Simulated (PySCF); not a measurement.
# A diatomic session: LiC

One job finds the state of LiC, follows it along the bond with each method and fits the curves.

Computed with PySCF 2.14.0. Level: Li def2-TZVP, C def2-TZVP, no relativity.

## Step 1: The job

The job is set up so:

```yaml
atoms: Li, C
charge: 0
basis: Li def2-TZVP, C def2-TZVP
Hamiltonian: no relativity
basis_functions: 45
electrons_treated: 9
masses_in_u: 7.0160, 12.0000
levels: PBE0, PBE, r²SCAN, r²SCANh, BP86, B97-3, CAM-B3LYP, HF, MP2, SCS-MP2, CCSD, CCSD(T)
grid: 80 radial by 434 angular points
occupations: held fixed by the projection of orbital angular momentum
dissociation_limit: Li + C, each in its ground configuration
starting_distance_in_angstrom: 1.995
values_of_2S_to_try: 1, 3
```

Command:

```
> OMP_NUM_THREADS=1 python dia.py task.json out
```

The runs that follow: The PBE0 curve of the state that the search chose; Higher solutions at PBE0; PBE; r²SCAN; r²SCANh; BP86; B97-3 (global hybrid GGA); CAM-B3LYP (range-separated hybrid); UHF; Adding correlation.

Q: Predict the outcome of this session. Wanted: for each run, Re; ωe; De; μ.

The runs gave:

Lowest PBE0 solution found, without spin–orbit coupling: ⁴Σ⁻ (quartet), unpaired electrons σ ↑, π ↑↑. State 2 has its PBE0 minimum 0.73 eV higher, as a spin-mixed determinant (⟨S²⟩ = 1.76), so this is no gap between pure states. State 3 has its PBE0 minimum 0.77 eV higher, as a spin-mixed determinant (⟨S²⟩ = 1.76), so this is no gap between pure states. State 4 has its PBE0 minimum 1.52 eV higher. The other levels ran on the lowest alone.

```
      level  Re (Å)  ωe (cm⁻¹)  De (eV)  μ (D)
        UHF   1.881        720     1.91  -6.69
    UHF-MP2   1.883        704     2.56    n/a
UHF-SCS-MP2   1.881        707     2.30    n/a
   UHF-CCSD   1.883        704     2.45    n/a
UHF-CCSD(T)   1.885        700     2.49    n/a
        PBE   1.889        679     2.73  -6.00
       BP86   1.898        667     2.69  -6.11
     r²SCAN   1.889        689     2.79  -6.29
    r²SCANh   1.885        696     2.76  -6.35
       PBE0   1.875        703     2.64  -6.25
      B97-3   1.879        699     2.59  -6.47
  CAM-B3LYP   1.865        712     2.57  -6.30
```

De is counted to Li + C in their ground configurations. A positive dipole means Li(−)C(+).

Differences from CCSD(T) in the same basis:

```
      level  Re (mÅ)  ωe (%)
        UHF       -5    +2.9
    UHF-MP2       -2    +0.6
UHF-SCS-MP2       -4    +0.9
   UHF-CCSD       -2    +0.5
        PBE       +4    -3.0
       BP86      +12    -4.7
     r²SCAN       +4    -1.6
    r²SCANh       -1    -0.6
       PBE0      -11    +0.4
      B97-3       -6    -0.1
  CAM-B3LYP      -20    +1.6
```

In words: Against CCSD(T) in the same basis, the bond length is nearest at r²SCANh (-1 mÅ) and farthest at CAM-B3LYP (-20 mÅ); the wavenumber is nearest at B97-3 (-0.1 %) and farthest at BP86 (-4.7 %). Hartree–Fock makes the bond too short and too stiff against this reference, as it mostly does. PBE gives a bond that is too long and too soft, as GGAs tend to. Of the levels with a De here, UHF gives the least (1.91 eV) and r²SCAN the most (2.79 eV).

Correlated steps freeze 1 core orbital.
